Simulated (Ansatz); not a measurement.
## Ansatz (development build ahead of 0.2.0) run

```yaml
crystal:
  periodic: [false, false, false]
  atoms:
    - { symbol: P, position_ang: [0.0, 0.0, 0.0] }
    - { symbol: O, position_ang: [0.0, 0.0, 2.072] }
basis:
  gaussian: { orbitals: def2-SVP }
magnetization:
  spin_polarized: true
  initial_magnetization: 1
hamiltonian:
  xc: pbe0
scf:
  omitted_lower_state_checks: [stability, starts, atomic_configurations, cluster_reference, orbital_swaps, given_window_search, neighbouring_geometries, increment]
output:
  forces: true
```

The input is written out in the form of the current development build from the run's settings.

Results

| Quantity | Value |
| --- | --- |
| Converged | yes |
| Total energy | -416.02947 hartree |
| Spin squared of the determinant | 1.591 |

Forces (eV/Å):
```csv
atom,Fx,Fy,Fz
P1,0.000,0.000,5.023
O2,0.000,0.000,-5.023
```

Caution: the unrestricted determinant is a mixture of spin states.
